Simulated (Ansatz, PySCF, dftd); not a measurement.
Reaction: C2H4 (ethene, SMILES C=C) → C2H4+ (parent SMILES C=C, doublet) + e-
Each species at its own B3LYP-D3(BJ)/def2-TZVP minimum (Ansatz, an electronic-structure program).

Wanted: adiabatic ionisation energy (0 K, zero-point energies from PySCF's Hessians at B3LYP-D3(BJ)/def2-TZVP), in eV. Open shells are spin-unrestricted; no spin-orbit coupling. Correlated methods leave the cores frozen. Rows without X2C or -DK are non-relativistic. CBS(X,Y): correlation extrapolated as X^-3, Hartree-Fock from the larger set (Q,5: extrapolated as (X+1)exp(-9√X)). A bracket is a step between two methods taken in the basis named. Functionals run without relativity, which enters their misses. Double hybrids freeze cores in their MP2 part. '+ core + X2C': CCSD(T) terms for core correlation (cc-pwCVTZ) and scalar relativity (cc-pVTZ-DK).

Measured: 10.51 eV (CCCBDB table in ASE).

```
level                                                                            program  adiabatic ionisation energy (eV)  error against that value
------------------------------------------------------------------------  --------------  --------------------------------  ------------------------
HF/cc-pVTZ                                                                        Ansatz                              8.81                     -1.70
PBE-D3(BJ)/def2-TZVPD                                                     Ansatz + dftd3                             10.28                     -0.23
B3LYP-D3(BJ)/def2-TZVPD                                                   Ansatz + dftd3                             10.28                     -0.23
wB97M-V/def2-TZVPD                                                                Ansatz                             10.24                     -0.27
B2PLYP/def2-TZVPD                                                                 Ansatz                             10.27                     -0.24
B2GP-PLYP-D4/def2-TZVPD                                                   Ansatz + dftd4                             10.29                     -0.22
MP2/cc-pVDZ                                                                       Ansatz                             10.17                     -0.34
MP2/CBS(cc-pVTZ,cc-pVQZ)                                                          Ansatz                             10.58                      0.07
CCSD(T)/cc-pVTZ                                                                   Ansatz                             10.38                     -0.13
CCSD(T)/cc-pVQZ                                                                   Ansatz                             10.45                     -0.06
CCSD(T)/cc-pV5Z                                                                   Ansatz                             10.48                     -0.03
CCSDT(Q)/cc-pVDZ                                                                  Ansatz                             10.13                     -0.38
CCSD(T)/CBS(cc-pVQZ,cc-pV5Z) + [CCSDT(Q) - CCSD(T)]/cc-pVTZ + core + X2C          Ansatz                             10.51                      0.00
```
